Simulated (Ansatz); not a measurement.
C3H7NOS can be A, `CC(O)C(N)=S`, or B, `CO/C(S)=C/N`.

Calculated with Ansatz (gas phase, PBE0-D4/def2-TZVP geometries, no zero-point term in ΔE). CCSD(T)/CBS adds triple-zeta CCSD(T) − MP2 to the extrapolated MP2 energy (def2 sets, frozen cores). DFT in def2-TZVPP. B3LYP here is the variant with VWN-RPA as its local correlation; programs differ in this. One conformer a species, not always the lowest.

(1) Which isomer does CCSD(T)/CBS put lower? Give the gap. (Best estimate.)

(2) Give E(B) − E(A) in kJ/mol with CCSD(T)/def2-TZVPP, B3LYP, B2PLYP, ωB97M-V, PBE0-D4, HF/def2-TZVPP, MP2/def2-TZVPP. (Best estimate.)

Largest T1 diagnostic: 0.015.

Answers

(1) Computed: A, by 129.0 kJ/mol.

(2) The calculation gave: CCSD(T)/def2-TZVPP 127.9, B3LYP 116.9, B2PLYP 125.2, ωB97M-V 126.3, PBE0-D4 123.5, HF/def2-TZVPP 126.2, MP2/def2-TZVPP 134.9. None reverses the order clearly.

From PBE to PBE0 (25 % exact exchange), in def2-TZVPP and without D4, E(B) − E(A) moves by +5.9 kJ/mol.
